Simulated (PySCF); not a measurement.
**Static response to an electric field**

C₃H₃NS.
Geometry (PBE0-D3(BJ)/def2-SVP, Å), atoms numbered from 1 in this order:
```xyz
8
C3H3NS angstrom
C     -1.576    0.524   -0.085
C     -0.378   -0.005    0.158
S      1.074    0.554   -0.692
C      2.219   -0.521   -0.076
N      3.050   -1.234    0.315
H     -1.733    1.315   -0.824
H     -2.447    0.165    0.467
H     -0.210   -0.797    0.892
```

Level: CAM-B3LYP/def2-SVPD (PySCF), static field, nuclei fixed, core orbitals frozen in the response. The polarisability tensor in these axes (au):

```
x    88.59 -15.54   2.03
y   -15.54  52.06  -6.79
z     2.03  -6.79  45.53
```

What are the eigenvalues, a third of the trace, and Δα (Δα² = ½Σ(αi − αj)² over the three pairs)?

Principal values 40.07, 51.43 and 94.69 au; mean 62.06 au = 9.20 Å³ = 10.23 × 10⁻⁴⁰ C²·m²/J; Δα = 49.92 au (80 % of the mean).

What is the dipole moment, and where does it point?

(-3.65, 1.61, -0.44) D, 4.02 D in size, pointing from the negative to the positive side. Measured along this direction, the outermost atoms are N5 at the negative end and H7 and H6 at the positive end.

In a dilute gas of rigid molecules at 298 K, how does the orientational term μ²/3kT compare with the electronic polarisability?

In Gaussian units μ²/3kT = 130.81 Å³ against 9.20 Å³, a ratio of 14.22; the Debye molar polarisation (4π/3)N_A(α + μ²/3kT) is 353.2 cm³/mol, leaving out the vibrational part.

Find the Langevin capture rate constant for NO+ (29.998 u) meeting this molecule (84.999 u), k = 2.342 × 10⁻⁹ cm³/s × √(α in Å³ / reduced mass in u).

The reduced mass is 22.17 u, so k = 1.51 × 10⁻⁹ cm³/s. The formula leaves out the permanent dipole, which adds to the capture rate.

Along which axes do the principal values lie, and how far do the nuclei extend along each?

Largest value along (0.93, -0.35, 0.09), where the nuclei span 5.60 Å; middle along (0.32, 0.67, -0.67), 2.38 Å; least along (0.18, 0.65, 0.74), 0.17 Å. The response follows the extents in order.

In TDDFT the mean static polarisability is Σ f/ω² over all singlet excitations (ω in hartree). How much of it do the 10 lowest give? Their energies (eV) and oscillator strengths: 4.93, 0.0000; 6.05, 0.2682; 6.26, 0.0067; 6.85, 0.0095; 6.88, 0.0098; 7.36, 0.0037; 7.50, 0.0002; 7.62, 0.0100; 7.87, 0.0001; 8.13, 0.1429.

They add up to 7.63 au, 12.3 % of the 62.06 au; the largest single term is 5.42 au, from the state at 6.05 eV. Terms in order: 0.00, 5.42, 0.13, 0.15, 0.15, 0.05, 0.00, 0.13, 0.00, 1.60 au. Higher excitations give the rest. The strengths listed sum to 0.451.

Geometry: PBE0-D3(BJ)/def2-SVP, one conformer, isolated molecule.

The run behind these numbers computed excited states and ΔSCF ions as well. The run took 19 s of wall time on Arm Neoverse V2, one thread (shared host).
